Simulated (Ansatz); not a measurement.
# F2Li: the cost of one run

Computed with Ansatz 0.2.0, Gaussian basis. Level: BLYP-D4/def2-SVP.

**1. The system as given**

The start, a pair relaxed at PBE0-D4: SMILES `[Li+].FF`, 3 atoms, charge 1, spin multiplicity 1.

Atoms are counted from 1 here; the program's logs count them from 0.

Bond lengths: Li1–F2 2.010 Å, F2–F3 1.380 Å. Angles: Li1–F2–F3 109.8°.

Geometry (Å):

| atom | x (Å) | y (Å) | z (Å) |
| --- | --- | --- | --- |
| Li1 | 0.0821 | -0.0780 | -1.5533 |
| F2 | -0.4237 | 0.4027 | 0.3321 |
| F3 | 0.3416 | -0.3248 | 1.2212 |

**2. Dynamics**

md/in.yaml reads:

```yaml
crystal:
  periodic: [false, false, false]
  atoms:
    - {symbol: Li, position_ang: [0.082120, -0.078030, -1.553294]}
    - {symbol: F, position_ang: [-0.423739, 0.402743, 0.332059]}
    - {symbol: F, position_ang: [0.341619, -0.324813, 1.221235]}
basis:
  gaussian: {orbitals: def2-SVP}
total_charge: 1
hamiltonian: {xc: {name: BLYP}, dispersion: d4}
md: {n_steps: 30, timestep: 0.25, temperature: 300, ensemble: nve, seed: 903, initial_velocities: maxwell_boltzmann}
```

Launch:

```console
$ ansatz run in.yaml --threads 2 --pin off --events-out ev --progress --plain --max-ram 5222MiB
```

**Question.** How long does this run take on 2 threads of AMD EPYC 9R45, shared host?

About 3.5 s.
